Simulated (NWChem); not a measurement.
**Ionisation of disilane (H$_{6}$Si$_{2}$)**

```
Si
H 1 1.5056
H 1 1.5056 2 108.64
H 1 1.5056 2 108.64 3 118.01
Si 1 2.3541 2 110.29 3 -120.99
H 5 1.5056 1 110.29 2 180.00
H 5 1.5056 6 108.64 1 120.99
H 5 1.5056 6 108.64 7 118.01
```
Charge 0, spin multiplicity 1.

Everything below was run with NWChem. The geometry was optimised at PBE/def2-SVP, a minimum by its harmonic frequencies.

Basis set: def2-TZVP. The species with one electron less has spin multiplicity 2 and keeps the geometry of the parent. Δ marks differences of total energies (open shells unrestricted). −ε marks an orbital energy of the parent. That orbital need not have the symmetry of the hole or added electron in the Δ rows.

The stability of the SCF solutions was not checked.

Problem. Order these methods by the first vertical ionisation energy they give, lowest first: ΔCAM-B3LYP, G0W0@PBE0, −ε(HOMO) of CAM-B3LYP, −ε(HOMO) of HF.

Solution. −ε(HOMO) of CAM-B3LYP (9.66 eV), G0W0@PBE0 (10.31 eV), ΔCAM-B3LYP (10.57 eV), −ε(HOMO) of HF (11.02 eV)
